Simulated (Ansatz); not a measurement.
Input for Ansatz (development build ahead of 0.2.0):

```yaml
crystal:
  periodic: [false, false, false]
  atoms:
    - { symbol: "N", position_ang: [-0.293, 0.5144, -0.1698] }
    - { symbol: "N", position_ang: [0.293, -0.5144, 0.1698] }
    - { symbol: H, position_ang: [-1.1629, 0.5632, 0.3969] }
    - { symbol: H, position_ang: [1.1629, -0.5632, -0.3969] }
basis:
  gaussian: { orbitals: def2-SVP }
total_charge: 1
magnetization:
  spin_polarized: true
  initial_magnetization: 1
hamiltonian:
  xc: hf
output:
  forces: true
```

The input is written out in the form of the current development build from the run's settings.

Results

```json
{
  "Converged": "yes",
  "Total energy": "-109.56172 hartree",
  "Spin squared of the determinant": "1.087",
  "Stability test": "minimum"
}
```

Forces (eV/Å):
| atom | Fx | Fy | Fz |
| --- | --- | --- | --- |
| N1 | -0.153 | -4.477 | 3.349 |
| N2 | -0.141 | 5.249 | -3.704 |
| H3 | -0.379 | 1.097 | -0.532 |
| H4 | 0.673 | -1.868 | 0.888 |

Caution: the unrestricted determinant is spin contaminated; the determinant breaks the point group.
